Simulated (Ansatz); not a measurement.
# C₅H₉N: one species, many methods

One table from this session's results is given with a row withheld; the runs are named, their logs left out.

Program: Ansatz 0.2.0, Gaussian basis. Level of theory: functionals in def2-TZVPP, the program's frozen cores in correlated methods. These are calculated values, not measurements.

Levels to be run: LDA (SPW92), PBE-D4, revPBE-D4, BLYP-D4, r2SCAN-D4, B97M-V, PBE0-D4, B3LYP-D4, r2SCANh-D4, r2SCAN0-D4, HSE06-D4, BHLYP-D4, CAM-B3LYP-D4, LC-ωPBE, ωB97X-V, ωB97M-V, B2PLYP, PBE-QIDH; CCSD(T)/def2-SVP; CCSD(T)/def2-TZVPP; MP2/def2-QZVPP; extrapolation to the limit; RPA on PBE.

## The relaxed structure

An earlier PBE0-D4 in a triple-zeta def2 set relaxation fixed the geometry.

SMILES `[C-]#[N+]C(C)(C)C`, 15 atoms, charge 0, spin multiplicity 1.

Atoms are counted from 1 here; the program's logs count them from 0.

Bond lengths: C1–N2 1.165 Å, N2–C3 1.432 Å, C3–C4 1.526 Å, C3–C5 1.526 Å, C3–C6 1.526 Å, C4–H7 1.091 Å, C4–H8 1.092 Å, C4–H9 1.091 Å, C5–H10 1.091 Å, C5–H11 1.092 Å, C5–H12 1.091 Å, C6–H13 1.091 Å, C6–H14 1.092 Å, C6–H15 1.091 Å. Angles: C1–N2–C3 179.9°, N2–C3–C4 108.2°, N2–C3–C5 108.2°, N2–C3–C6 108.2°, C4–C3–C5 110.8°, C4–C3–C6 110.7°, C5–C3–C6 110.7°, C3–C4–H7 110.7°, C3–C4–H8 109.6°, C3–C4–H9 110.7°, H7–C4–H8 108.7°, H7–C4–H9 108.5°, H8–C4–H9 108.7°, C3–C5–H10 110.7°, C3–C5–H11 109.6°, C3–C5–H12 110.7°, H10–C5–H11 108.7°, H10–C5–H12 108.5° and more.

The first run:

in.yaml reads:

```yaml
crystal:
  periodic: [false, false, false]
  atoms:
    - {symbol: C, position_ang: [2.168897, -0.396937, 1.696048]}
    - {symbol: N, position_ang: [1.260057, -0.230563, 0.986690]}
    - {symbol: C, position_ang: [0.144299, -0.026416, 0.113157]}
    - {symbol: C, position_ang: [-0.963905, -0.991301, 0.523753]}
    - {symbol: C, position_ang: [0.601705, -0.304955, -1.315459]}
    - {symbol: C, position_ang: [-0.316668, 1.420476, 0.260646]}
    - {symbol: H, position_ang: [-0.624432, -2.024995, 0.442241]}
    - {symbol: H, position_ang: [-1.828368, -0.855100, -0.128938]}
    - {symbol: H, position_ang: [-1.272196, -0.807857, 1.554150]}
    - {symbol: H, position_ang: [0.955014, -1.332567, -1.413442]}
    - {symbol: H, position_ang: [-0.233226, -0.155655, -2.002816]}
    - {symbol: H, position_ang: [1.411828, 0.368700, -1.598826]}
    - {symbol: H, position_ang: [-0.619501, 1.625485, 1.288597]}
    - {symbol: H, position_ang: [-1.168734, 1.602082, -0.397273]}
    - {symbol: H, position_ang: [0.485240, 2.109606, -0.008525]}
basis:
  gaussian: {orbitals: def2-TZVPP}
hamiltonian: {xc: lda}
output: {orbitals: {seedname: orbitals}}
```

Launch:

```
$ ansatz run in.yaml --threads 2 --pin off --events-out ev --progress --plain --max-ram 32768MiB --backend cuda --devices 0, --max-vram 18GiB
```

Steps of the session up to this table: LDA; PBE-D4 (GGA); revPBE-D4 (GGA); BLYP-D4 (GGA); r2SCAN-D4 (meta-GGA); B97M-V (meta-GGA); B3LYP-D4 (hybrid); r2SCANh-D4 (hybrid); r2SCAN0-D4 (hybrid); HSE06-D4 (hybrid); BHLYP-D4 (hybrid); CAM-B3LYP-D4 (range-separated); LC-ωPBE (range-separated); ωB97X-V (range-separated); ωB97M-V (range-separated); B2PLYP (double hybrid); PBE-QIDH (double hybrid).

One of the session's tables, all rows but one given; the rest of the session is left out.

It belongs to the step «Frontier levels by functional». 

| functional | HOMO (eV) | LUMO (eV) | gap (eV) |
| --- | --- | --- | --- |
| LDA (SPW92) | -6.91 | -0.39 | 6.52 |
| PBE-D4 | -6.86 | -0.15 | 6.71 |
| revPBE-D4 | -6.83 | -0.06 | 6.76 |
| BLYP-D4 | -6.79 | -0.05 | 6.74 |
| r2SCAN-D4 | -7.29 | 0.13 | 7.42 |
| B97M-V | -7.54 | 0.10 | 7.63 |
| PBE0-D4 | -8.49 | 0.78 | 9.27 |
| B3LYP-D4 | -8.25 | 0.45 | 8.70 |
| r2SCANh-D4 | -7.88 | 0.55 | 8.43 |
| r2SCAN0-D4 | -8.77 | 1.16 | 9.93 |
| HSE06-D4 | -8.08 | 0.41 | 8.49 |
| BHLYP-D4 | -10.08 | 1.38 | 11.46 |
| CAM-B3LYP-D4 | ? | ? | ? |
| LC-ωPBE | -11.52 | 2.84 | 14.36 |
| ωB97X-V | -11.16 | 2.60 | 13.76 |
| ωB97M-V | -11.03 | 2.19 | 13.22 |

Estimate the missing values for CAM-B3LYP-D4.

The run gave: HOMO (eV): -10.06; LUMO (eV): 1.53; gap (eV): 11.59. In the column «HOMO (eV)» it lies between BHLYP-D4 (-10.08) and r2SCAN0-D4 (-8.77).
